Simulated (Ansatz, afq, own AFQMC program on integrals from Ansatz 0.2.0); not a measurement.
Integrals from Ansatz 0.2.0, then the random walk in our own AFQMC program (afq).

```yaml
crystal:
  periodic: [false, false, false]
  atoms:
    - {symbol: Si, position_ang: [-0.090650, 0.000000, 0.595316]}
    - {symbol: N, position_ang: [0.112778, 0.000000, -1.117785]}
    - {symbol: H, position_ang: [0.579153, -1.226824, 1.121000]}
    - {symbol: H, position_ang: [0.579153, 1.226824, 1.121000]}
    - {symbol: H, position_ang: [-0.099805, -0.830073, -1.648445]}
    - {symbol: H, position_ang: [-0.099805, 0.830073, -1.648445]}
basis:
  gaussian: {orbitals: cc-pVDZ}
magnetization: {spin_polarized: true, initial_magnetization: 1}
correlation: {method: ccsd_t, electrons: outside_noble_gas, hamiltonian_folder: ham}
```

```sh
$ ansatz run in.yaml --threads 1 --pin off --events-out ev --progress --plain --max-ram 16896MiB --backend cuda --devices 0, --max-vram 18GiB
```

afq runs on the folder ham with

```
--method phaseless --trial cisd --walkers 4000 --populations 20 --least-time 60 --time-step 0.005 --steps-per-block 50 --equilibration-blocks 28 --max-blocks 4000 --target-error 0.00021 --factor-cut 1e-05 --start spin_pure --seed 9875 --release-times 0.24,0.51,0.99,1.62,2.4 --release-step 0.03 --release-every 3 --taylor-order 6
```

Times are imaginary, in 1/Eh. The walk had a cap of 231 s. With eight or more populations the least sampling time is a fifth of least-time, and the error comes from their spread.

afq prints:

```
orbitals 46  electrons 7 6  factors 365 of 493
reference energy -345.68638201 Eh
CCSD correlation -0.29262267 Eh in 12 cycles, weight of the determinant in the CISD state 0.8843
energy of the start -345.978819 Eh
 block  time / (1/Eh)  mean weight  energy / Eh
     1     0.250  0.9999  -345.974561
     2     0.500  1.0001  -345.977675
     3     0.750  0.9998  -345.980515
     4     1.000  0.9999  -345.981721
     5     1.250  1.0001  -345.983932
     8     2.000  1.0000  -345.985263
    11     2.750  0.9999  -345.986314
    14     3.500  1.0004  -345.986448
    17     4.250  1.0001  -345.987571
    20     5.000  1.0001  -345.987419
    23     5.750  1.0004  -345.986894
    26     6.500  0.9999  -345.987209
    29     7.250  0.9999  -345.986421
    32     8.000  0.9998  -345.987323
    35     8.750  0.9999  -345.986934
    38     9.500  0.9999  -345.986330
    41    10.250  0.9999  -345.986434
    44    11.000  0.9997  -345.987188
    47    11.750  0.9998  -345.987080
    50    12.500  1.0004  -345.987071
    53    13.250  1.0000  -345.986935
    56    14.000  0.9999  -345.987450
    59    14.750  0.9998  -345.986580
    62    15.500  1.0002  -345.987181
    63    15.750  1.0002  -345.988277
    65    16.250  1.0000  -345.987061
    68    17.000  1.0000  -345.986241
    71    17.750  1.0003  -345.987154
    74    18.500  0.9998  -345.987198
    77    19.250  0.9999  -345.985706
    78    19.500  1.0001  -345.986180
error from the spread of 20 populations
released: time / (1/Eh)  energy / Eh  error  mean overlap
  0.24  -345.987054  0.000100  1.0004
  0.51  -345.987135  0.000073  0.9999
  0.99  -345.987176  0.000108  0.9996
  1.62  -345.987422  0.000135  0.9967
  2.40  -345.987309  0.000241  0.9924
energy -345.987023 +/- 0.000106 Eh
(rows thinned)
```

The run passed its tests (sampling time, drift between the halves within three errors, error under three times the target), which doesn't prove that it has relaxed.

Against this walk (error 2.9 meV) on the same determinant: CCSD(T) 27.4 meV higher, CCSDT(Q) 8.9 meV lower. The error is statistical and leaves out the bias of the constraint. Released to 2.40 1/Eh the energy moves by -8 ± 7 meV (both errors), within twice the noise.

Cautions: constraint bias not in the error.

The walk took 2.1 min on 1 × NVIDIA H100 80GB HBM3 with 2 threads of AMD EPYC 7R13 Processor (Zen 3), with other jobs on the host (the card was shared). The log's last line is the phaseless energy.

CCSDT and higher add their correlation energy to the determinant of the CCSD(T) run, since their own runs factorise the integrals more tightly (a shift of under 2 meV). A walk keeps the symmetry of its determinant, which the program's search chose and which needn't be the lowest solution, so a lower state of the same spin and another symmetry isn't excluded.
